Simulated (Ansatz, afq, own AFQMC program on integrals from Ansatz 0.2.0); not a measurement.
AFQMC on a folder of integrals that Ansatz 0.2.0 wrote.

```yaml
crystal:
  periodic: [false, false, false]
  atoms:
    - {symbol: Ge, position_ang: [-0.042193, 0.000000, 0.662306]}
    - {symbol: Al, position_ang: [0.019956, 0.000001, -1.825711]}
    - {symbol: H, position_ang: [0.749707, -1.065978, -0.343663]}
    - {symbol: H, position_ang: [0.749700, 1.065983, -0.343662]}
    - {symbol: H, position_ang: [1.007150, 0.000002, 1.828832]}
basis:
  gaussian: {orbitals: cc-pVTZ}
total_charge: 1
magnetization: {spin_polarized: true, initial_magnetization: 1}
correlation: {method: ccsd_t, electrons: outside_noble_gas, hamiltonian_folder: ham}
```

```sh
$ ansatz run in.yaml --threads 1 --pin off --events-out ev --progress --plain --max-ram 16896MiB --backend cuda --devices 0, --max-vram 18GiB
```

afq runs on the folder ham with

```
--method phaseless --trial cisd --walkers 400 --populations 10 --least-time 60 --time-step 0.005 --steps-per-block 50 --equilibration-blocks 28 --max-blocks 4000 --target-error 0.00018 --factor-cut 1e-05 --start spin_pure --seed 2321 --release-times 0.24,0.51,0.99,1.62,2.4 --release-step 0.03 --release-every 3 --taylor-order 6
```

Times are imaginary, in 1/Eh. The walk had a cap of 207 s. With eight or more populations the least sampling time is a fifth of least-time, and the error comes from their spread. Filled inner d shells are frozen with the cores.

Log:

```
orbitals 100  electrons 5 4  factors 674 of 731
reference energy -2318.72730385 Eh
CCSD correlation -0.19628128 Eh in 18 cycles, weight of the determinant in the CISD state 0.8493
energy of the start -2318.920711 Eh
 block  time / (1/Eh)  mean weight  energy / Eh
     1     0.250  1.0001  -2318.920061
     2     0.500  1.0008  -2318.921995
     3     0.750  1.0001  -2318.924238
     4     1.000  0.9997  -2318.925824
     5     1.250  0.9995  -2318.927317
     7     1.750  0.9997  -2318.928640
     9     2.250  1.0004  -2318.930500
    17     4.250  1.0001  -2318.933897
    33     8.250  0.9985  -2318.933862
    49    12.250  1.0010  -2318.932768
    65    16.250  1.0003  -2318.933072
    81    20.250  1.0001  -2318.933687
    97    24.250  1.0000  -2318.933516
   113    28.250  1.0002  -2318.931434
   129    32.250  1.0007  -2318.933651
   145    36.250  1.0000  -2318.935007
   161    40.250  1.0003  -2318.932723
   177    44.250  1.0000  -2318.930449
   193    48.250  0.9999  -2318.931892
   209    52.250  1.0002  -2318.932179
   225    56.250  0.9996  -2318.930317
   241    60.250  1.0001  -2318.934270
   257    64.250  1.0007  -2318.936122
   273    68.250  0.9997  -2318.934279
   289    72.250  1.0002  -2318.936101
   297    74.250  0.9997  -2318.936890
   305    76.250  1.0006  -2318.929850
   321    80.250  1.0002  -2318.935866
   329    82.250  0.9997  -2318.932201
error from the spread of 10 populations
released: time / (1/Eh)  energy / Eh  error  mean overlap
  0.24  -2318.934001  0.000242  0.9967
  0.51  -2318.934290  0.000204  0.9939
  0.99  -2318.934819  0.000145  0.9889
  1.62  -2318.934941  0.000184  0.9758
  2.40  -2318.934076  0.000351  0.9803
energy -2318.933629 +/- 0.000266 Eh
(rows thinned)
```

The run passed its tests (sampling time, drift between the halves within three errors, error under three times the target), which doesn't prove that it has relaxed, ending at its cap on processor time.

Against this walk (error 7.2 meV) on the same determinant: CCSD(T) 17.6 meV higher. The error is statistical and leaves out the bias of the constraint. None of these is a sure reference here. The released energies move by 1.5 errors or more from one time to the next (meV from the phaseless value at times in 1/Eh: -10 ± 7 at 0.24, -18 ± 6 at 0.51, -32 ± 4 at 0.99, -36 ± 5 at 1.62, -12 ± 10 at 2.40), so they give no level.

Cautions: constraint bias not in the error; error above the target (7.2 against 4.9 meV); no relativity below Rb; no spin-orbit coupling; inner d shell frozen; an unrestricted solution with more broken spin lies lower (72 meV, ⟨S²⟩ 0.99); unrestricted determinant slightly spin contaminated (⟨S²⟩ 0.82 against 0.75).

The walk took 3.5 min on 1 × NVIDIA H100 80GB HBM3 with 2 threads of AMD EPYC 7R13 Processor (Zen 3), on a shared host (the card was shared). The log's last line is the phaseless energy.

A walk keeps the symmetry of its determinant, which the program's search chose and which needn't be the lowest solution, so a lower state of the same spin and another symmetry isn't excluded.
